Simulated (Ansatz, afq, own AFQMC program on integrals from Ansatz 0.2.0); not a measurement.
**AlNH2, singlet in aug-cc-pVDZ, levels against CCSDT(Q)**

```xyz
4

Al    0.0000    0.0000    0.6968
N     0.0000    0.0000   -1.0992
H     0.0000    0.8223   -1.6887
H     0.0000   -0.8223   -1.6887
```

Connectivity, by distances: Al–NH2.

Basis aug-cc-pVDZ. Only valence electrons are correlated. Ansatz 0.2.0 and our own AFQMC program on the same integrals; the CISD trial comes from CCSD amplitudes, and released means the phaseless constraint is let go. ± is one standard error of the sampling.

Determinant: RHF, the one that the program's search chose, which needn't be the lowest solution. The geometry is a PBE0/def2-TZVP stationary point of this or a neighbouring charge and spin state.

No full CI on the walks' own integrals is used here; CCSDT(Q) serves as the reference and is uncertain by about the last step of the cluster series.

The T1 diagnostic is 0.0153, the weight of the determinant in the CISD state is 0.872 and the size of the correlated space is 10 electrons in 62 orbitals.

Reference: CCSDT(Q), correlation energy -7.319 eV. The released energy is read at 2.40 1/Eh (meV from the phaseless value at times in 1/Eh: -1 ± 4 at 0.24, -3 ± 4 at 0.51, 0 ± 5 at 0.99, 3 ± 4 at 1.62, -2 ± 4 at 2.40).

```
         level  E − E(reference) (kJ/mol)  share of correlation (%)
            HF                      706.2                      0.00
           MP2                       83.3                     88.21
          CCSD                       25.1                     96.44
       CCSD(T)                        3.2                     99.55
         CCSDT                        1.8                     99.75
   ph-AFQMC/HF                 -3.1 ± 2.5                    100.44
 ph-AFQMC/CISD                  0.2 ± 0.5                     99.97
released AFQMC                 -0.1 ± 0.4                    100.01
```

A walk keeps the symmetry of its determinant, which the program's search chose and which needn't be the lowest solution, so a lower state of the same spin and another symmetry isn't excluded. Released energies are given only where the last usable release times agree within the noise; a slower fall can still hide under it.
